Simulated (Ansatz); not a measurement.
# CH2F+ (triplet): wave-function methods side by side, def2-TZVPP

One table from this session's results is given with a row withheld; the runs are named, their logs left out.

The runs use Ansatz 0.2.0, Gaussian basis; def2-TZVPP, core rule «outside noble gas», up to 2 orbitals frozen.

The runs, in order: UHF; ROHF; CCSD(T) on UHF.

2 further runs of the same task are left out: 2 set aside as unsound or not needed.

## The geometry

The geometry is a PBE0/def2-TZVP stationary point (not a proven minimum) of the parent state, kept for this charge and spin.

4 atoms, charge 1, spin multiplicity 3.

Atoms are counted from 1 here; the program's logs count them from 0.

Bond lengths: C1–F2 1.329 Å, C1–H3 1.079 Å, C1–H4 1.079 Å. Angles: F2–C1–H3 116.3°, F2–C1–H4 116.3°, H3–C1–H4 127.5°.

The first run:

Contents of in.yaml:

```yaml
crystal:
  periodic: [false, false, false]
  atoms:
    - {symbol: C, position_ang: [0.000000, 0.000000, 0.735382]}
    - {symbol: F, position_ang: [0.000000, 0.000000, -0.593604]}
    - {symbol: H, position_ang: [0.000000, 0.967665, 1.212911]}
    - {symbol: H, position_ang: [0.000000, -0.967666, 1.212911]}
basis:
  gaussian: {orbitals: def2-TZVPP}
total_charge: 1
magnetization: {spin_polarized: true, initial_magnetization: 2}
hamiltonian: {xc: hf}
output: {orbitals: {seedname: orbitals}}
```

Command:

```console
> ansatz run in.yaml --threads 1 --pin off --events-out ev --progress --plain --max-ram 4096MiB --backend cpu
```

Steps of the session up to this table: UHF; ROHF; CCSD(T) on UHF.

One of the session's tables, all rows but one given; the rest of the session is left out.

It belongs to the step «Misses and costs». 

| method | from UCCSD(T) (meV) |
| --- | --- |
| ROHF | ? |
| UHF | +10692.3 |
| UMP2 | +1477.5 |
| UCCSD | +346.0 |
| UCCSD(T) | 0 |

Q: Estimate the row for ROHF from the others.

**Answer.** from UCCSD(T) (meV): +10982.3. In the column «from UCCSD(T) (meV)» it is the highest.
